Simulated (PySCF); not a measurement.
# Worked example: H$_{2}$N–GaH$_{2}$, triplet against H2N–GaH2, singlet

Geometry (PBE0/def2-TZVP stationary point of a singlet), kept for both states (H2N–GaH2, singlet: A1; H2N–GaH2, triplet: A1):

```json
{"atom": "N", "x (Å)": "0.0000", "y (Å)": "0.0000", "z (Å)": "1.4857"}
{"atom": "Ga", "x (Å)": "0.0000", "y (Å)": "0.0000", "z (Å)": "-0.3279"}
{"atom": "H", "x (Å)": "0.0000", "y (Å)": "0.8333", "z (Å)": "2.0488"}
{"atom": "H", "x (Å)": "0.0000", "y (Å)": "-0.8333", "z (Å)": "2.0488"}
{"atom": "H", "x (Å)": "0.0000", "y (Å)": "1.3943", "z (Å)": "-1.0310"}
{"atom": "H", "x (Å)": "0.0000", "y (Å)": "-1.3943", "z (Å)": "-1.0310"}
```

Basis cc-pVDZ; PySCF 2.14.0. Correlated methods freeze the noble-gas cores and the filled d shells of p-block atoms. R marks a restricted (for open shells ROHF) determinant. No spin–orbit coupling is included, and no scalar relativity.

Full CI isn't at hand for all of this; RCCSDT serves as the reference. It lacks quadruple excitations, which often exceed the step from CCSD(T) to CCSDT.

```csv
level,"E(H2N–GaH2, singlet) (hartree)","E(H2N–GaH2, triplet) (hartree)"
RCCSD(T),-1980.272677,-1980.081033
PBE,-1981.608912,-1981.427022
r2SCAN,-1981.932661,-1981.760086
RCCSDT,-1980.273272,-1980.081786
```

**Question.** Give the vertical gap, H2N–GaH2 triplet less H2N–GaH2 singlet, at each level in eV (1 hartree = 27.2114 eV), and each error against RCCSDT.

**Answer.** RCCSDT: (-1980.081786 − (-1980.273272)) × 27.2114 = 5.211 eV (the reference)
r2SCAN: (-1981.760086 − (-1981.932661)) × 27.2114 = 4.696 eV, error -0.515 eV
PBE: (-1981.427022 − (-1981.608912)) × 27.2114 = 4.949 eV, error -0.262 eV
RCCSD(T): (-1980.081033 − (-1980.272677)) × 27.2114 = 5.215 eV, error 0.004 eV

Total energies of functionals can't be set beside those of wave-function methods, since they hold the core's correlation and their own absolute errors; only the differences compare.

In so small a basis the reference is far from its limit while semilocal and hybrid functionals are nearer theirs, so the functionals' errors here hold much of the reference's basis and frozen-core error, which can add to them or hide them.

Each level lands on the state that its own search finds. T1 diagnostics of restricted CCSD: 0.016 and 0.017.
